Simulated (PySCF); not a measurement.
## Scan of AlH$_{4}$⁺, singlet

All five atoms lie in one plane.

Starting geometry (PBE0/def2-TZVP stationary point for this spin, not checked as a minimum):

| atom | x (Å) | y (Å) | z (Å) |
| --- | --- | --- | --- |
| Al | 0.0000 | 0.0000 | -0.1186 |
| H | 0.0000 | -0.3848 | 1.9224 |
| H | 0.0000 | 0.3848 | 1.9224 |
| H | 0.0000 | 1.5369 | -0.3348 |
| H | 0.0000 | -1.5369 | -0.3348 |

From there H3 moves along the line of the two atoms named below, all else staying in place; atoms are numbered as listed. Energies are in kcal/mol, counted from the starting geometry at the same level.

Basis cc-pVDZ; PySCF 2.14.0. Correlated methods freeze the noble-gas cores. R marks a restricted (for open shells ROHF) determinant, U an unrestricted one.

Full CI isn't at hand for all of this; RCCSDT(Q) serves as the reference, and is uncertain by the last step of the cluster series or more. The frozen core follows each run's orbitals, which can shift R against U totals by a few meV.

```csv
distance H2-H3 (Å),UHF
0.607,13.8
0.693,2.2
0.770,0.0
0.826,1.5
0.949,10.2
1.053,20.7
1.226,40.4
```

Q: Estimate the RCCSDT(Q) curve in cc-pVDZ from this one, knowing how UHF errs.

A: The computed RCCSDT(Q) values, in kcal/mol from the starting point, and the error of UHF against them:
| distance H2-H3 (Å) | RCCSDT(Q) | UHF less RCCSDT(Q) |
| --- | --- | --- |
| 0.607 | 15.7 | -1.9 |
| 0.693 | 3.1 | -0.9 |
| 0.770 | 0.0 | 0.0 |
| 0.826 | 0.8 | 0.7 |
| 0.949 | 7.9 | 2.3 |
| 1.053 | 16.9 | 3.8 |
| 1.226 | 33.8 | 6.6 |

The error spans 8.5 kcal/mol and is largest, 6.6 kcal/mol, at 1.226 Å.

These errors take the starting point as zero, where UHF itself lies 66.7 kcal/mol above RCCSDT(Q) in total energy. In total energy its miss is smallest, 64.8 kcal/mol, at 0.607 and largest, 73.3 kcal/mol, at 1.226 Å.
